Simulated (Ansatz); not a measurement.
```yaml
crystal:
  periodic: [false, false, false]
  atoms:
    - {symbol: C, position_ang: [0.000000, 0.000000, -1.433990]}
    - {symbol: N, position_ang: [0.000000, 0.000000, -0.253479]}
    - {symbol: Ga, position_ang: [0.000000, 0.000000, 1.687469]}
basis:
  gaussian: {orbitals: def2-TZVP}
hamiltonian: {xc: pbe0}
relax: {f_tol: 0.004, max_steps: 80}
```

```sh
$ ansatz run in.yaml --threads 1 --pin off --events-out ev --progress --plain --max-ram 2176MiB
```

Steps of the relaxation (energy above the last step; positions in Å, forces in eV/Å):

```
3
step 1, 1.6 meV
C     0.000    0.000   -1.434    0.000    0.000    0.544
N     0.000    0.000   -0.253    0.000    0.000   -0.616
Ga    0.000    0.000    1.687    0.000    0.000    0.072
```

```
3
step 2, 0.1 meV
C     0.000    0.000   -1.432    0.000    0.000    0.025
N     0.000    0.000   -0.256    0.000    0.000   -0.065
Ga    0.000    0.000    1.688    0.000    0.000    0.039
```

```
3
step 3, 0.0 meV
C     0.000    0.000   -1.432    0.000    0.000   -0.005
N     0.000    0.000   -0.257    0.000    0.000   -0.004
Ga    0.000    0.000    1.689    0.000    0.000    0.009
```

```
3
step 4, 0.0 meV
C     0.000    0.000   -1.432    0.000    0.000    0.000
N     0.000    0.000   -0.257    0.000    0.000    0.000
Ga    0.000    0.000    1.690    0.000    0.000    0.000
```

Close pairs at the end: C1–N2 1.175 Å, N2–Ga3 1.947 Å.

A stationary point of restricted PBE0 after 4 steps (its stability towards spin polarisation wasn't tested); no frequencies were run, so it isn't proven a minimum. 7 s on 1 thread of Intel Xeon 6975P-C, shared host.
